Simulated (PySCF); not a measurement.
# BP⁻: from constants to spectrum

ROHF-CCSD(T) constants of BP⁻, ²Σ⁺ (doublet), unpaired electrons σ ↑ (B def2-TZVPPD, P def2-TZVPPD; no relativity (PySCF 2.14); masses 11.0093 and 30.9738 u):

- ωe: 1018.5 cm⁻¹
- ωexe: 5.56 cm⁻¹
- Be: 0.70851 cm⁻¹
- αe: 0.00536 cm⁻¹

Problem. What force constant and bond length do these constants imply?

Solution. Reduced mass μred = 8.1223 u; k = 5.8918×10⁻⁷·μred·ωe² (u, cm⁻¹, mdyn/Å) = 4.96 mdyn/Å; Re = √(16.8576/(μred·Be)) (u, cm⁻¹, Å) = 1.712 Å.

Problem. Estimate the centrifugal constant D from the Kratzer relation and find the Dunham coefficient a1.

Solution. D = 4Be³/ωe² = 1.37e-06 cm⁻¹; a1 = −1 − αeωe/(6Be²) = -2.81.

Correlated steps freeze 6 core orbitals. The state was picked by a PBE0 search and need not be the measured ground state.
